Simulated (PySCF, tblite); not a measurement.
# H3Br2N, a complex of two parts: NMR shifts, interaction energy, infrared bands, spin-spin couplings and core binding energies

One table from this session's results is given with a row withheld; the runs are named, their logs left out.

Computed with tblite 0.8.0 and PySCF 2.14.0; each step states its level. No surroundings beyond the atoms listed, unless a continuum is named. Atoms count from 0, parts from 1.

## The system as given

6 atoms, charge 0, multiplicity 1; geometry: rigid parts in contact. Parts: 1 = atoms 0–1, `BrBr`, charge 0; 2 = atoms 2–5, `N`, charge 0.

The first run:

Job settings and geometry (Å):

```
{"job": {"kind": "dock", "xc": "GFN2-xTB", "basis": "xTB"}, "charge": 0, "multiplicity": 1, "parts": [{"atoms": "0-1", "charge": 0, "multiplicity": 1}, {"atoms": "2-5", "charge": 0, "multiplicity": 1}]}
Br     1.140737    -0.004566     0.008524
Br    -1.140737     0.004566    -0.008524
N      4.141470     0.305978    -0.122723
H      5.115489     0.267358    -0.397410
H      3.724854    -0.590813    -0.341790
H      3.687438     1.004218    -0.698774
```

With the program's defaults for keys left out, this is: GFN2-xTB search for minima from random contacts, gas phase.

The run is started by

```bash
OMP_NUM_THREADS=1 python cluster_run.py task.json out
```

One launch serves the whole session: the jobs run in the order shown.

Among the steps run: Docking the parts with GFN2-xTB; Relaxing the molecule at PBE0-D3(BJ)/def2-TZVPD; NMR shieldings: PBE0/pcSseg-2; Coupled-cluster interaction energy: CCSD(T) and MP2.

One table of the session follows, with a row left open; its other results are not shown here.

It belongs to the step «Coupled-cluster interaction energy: CCSD(T) and MP2». 

```
                 method  interaction energy (kcal/mol)
         HF/aug-cc-pVDZ                          -1.59
        MP2/aug-cc-pVDZ                          -6.89
       CCSD/aug-cc-pVDZ                          -4.35
    CCSD(T)/aug-cc-pVDZ                          -5.28
         HF/aug-cc-pVQZ                              ?
        MP2/aug-cc-pVQZ                          -8.35
    SCS-MP2/aug-cc-pVQZ                          -6.40
      MP2, extrapolated                          -8.79
CCSD(T), limit estimate                          -7.18
```

**Question.** Estimate the row for HF/aug-cc-pVQZ.

As computed: interaction energy (kcal/mol): -0.78. In the column «interaction energy (kcal/mol)» it is the highest.

To keep in mind: The interaction energy leaves out the deformation of the parts, 1.45 kcal/mol (MP2); added to the CCSD(T) estimate it gives a binding of about -5.72 kcal/mol.
